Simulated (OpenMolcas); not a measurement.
## BN (boron nitride): methods side by side

The species is BN (2 atoms), meant as a triplet with charge 0. As SMILES, `B#N`. The shape is that of a PBE0-D4/def2-TZVP optimisation.

```xyz
2

B     0.0000    0.0000   -0.0235
N     0.0000    0.0000    1.2919
```

Quantity: the energy change with the B1–N2 bond stretched from 1.315 to 2.302 Å, in eV. The values are calculated.

```csv
level,kind,program,value (eV),less FCI/STO-3G,CPU time (all runs)
ROHF/STO-3G,Hartree–Fock,OpenMolcas,4.01,+0.65,6.2 s
UHF/STO-3G,Hartree–Fock,OpenMolcas,2.03,-1.33,4.7 s
USVWN5/STO-3G,LDA,OpenMolcas,4.58,+1.22,9.8 s
UPBE/STO-3G,GGA,OpenMolcas,4.14,+0.78,10 s
U-r2SCAN/STO-3G,meta-GGA,OpenMolcas,4.14,+0.78,13 s
UB3LYP/STO-3G,global hybrid,OpenMolcas,3.90,+0.54,12 s
ROCCSD(T)/STO-3G,coupled cluster or CI,OpenMolcas,3.33,-0.03,6.7 s
FCI/STO-3G,exact in the basis,OpenMolcas,3.36,0.00,4.9 s
```

FCI/STO-3G is exact within its basis and frozen core, so for wave-function methods in that basis the difference is their error; functionals converge differently with the basis, so for them it is only a difference. The first shape isn't each level's own minimum. The values span 2.03 to 4.58 eV. Spin contamination of the reference (⟨S²⟩ at least 0.1 too high) touches UHF/STO-3G, USVWN5/STO-3G, UPBE/STO-3G, U-r2SCAN/STO-3G, UB3LYP/STO-3G. All rows use very small basis sets, so even the best lies far from the true value. Times are those of the runs behind each value, whatever else they computed, on shared processors of several kinds: orders of magnitude only.
